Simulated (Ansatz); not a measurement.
Steps of a relaxation of FO2, SMILES `[O]OF` radical with UKS PBE0-D4/def2-TZVP.

```sh
$ ansatz run in.yaml --threads 4 --pin off --events-out ev --progress --plain --max-ram 10444MiB
```

```yaml
crystal:
  periodic: [false, false, false]
  atoms:
    - {symbol: O, position_ang: [0.963531, -0.295286, 0.498868]}
    - {symbol: O, position_ang: [0.145113, 0.502020, 0.134912]}
    - {symbol: F, position_ang: [-1.108634, -0.206724, -0.633770]}
basis:
  gaussian: {orbitals: def2-TZVP}
magnetization: {spin_polarized: true, initial_magnetization: 1}
hamiltonian: {xc: pbe0, dispersion: d4}
relax: {f_tol: 0.005, max_steps: 150}
```

Positions (Å) and forces (eV/Å) along the path, 7 of 7 steps:

```xyz
3
step=1 energy=-6800.8390 eV
O     0.964   -0.295    0.499   -1.288    1.075   -0.593
O     0.145    0.502    0.135    1.030   -1.103    0.447
F    -1.109   -0.207   -0.634    0.258    0.028    0.145
3
step=2 energy=-6800.8618 eV
O     0.947   -0.294    0.490   -0.372    0.339   -0.168
O     0.149    0.503    0.137    0.214   -0.409    0.073
F    -1.096   -0.209   -0.627    0.158    0.070    0.095
3
step=3 energy=-6800.8655 eV
O     0.940   -0.293    0.486    0.083   -0.086    0.037
O     0.147    0.501    0.136   -0.190    0.027   -0.102
F    -1.087   -0.208   -0.622    0.106    0.059    0.065
3
step=4 energy=-6800.8680 eV
O     0.935   -0.294    0.484    0.157   -0.161    0.069
O     0.140    0.498    0.132   -0.212    0.132   -0.102
F    -1.076   -0.205   -0.615    0.055    0.029    0.034
3
step=5 energy=-6800.8691 eV
O     0.931   -0.297    0.481    0.026    0.014    0.016
O     0.132    0.499    0.127    0.008   -0.021    0.002
F    -1.064   -0.202   -0.608   -0.034    0.007   -0.018
3
step=6 energy=-6800.8692 eV
O     0.934   -0.296    0.482    0.000   -0.005   -0.001
O     0.133    0.498    0.128    0.001    0.010    0.002
F    -1.067   -0.202   -0.610   -0.001   -0.004   -0.001
3
step=7 energy=-6800.8692 eV
O     0.933   -0.296    0.482   -0.002    0.002   -0.001
O     0.133    0.498    0.128    0.001   -0.003    0.000
F    -1.067   -0.202   -0.610    0.001    0.001    0.001
```

Hardware: 4 threads of an Arm Neoverse N1 on a shared host. Wall time 12 s, peak host memory 0.14 GiB.
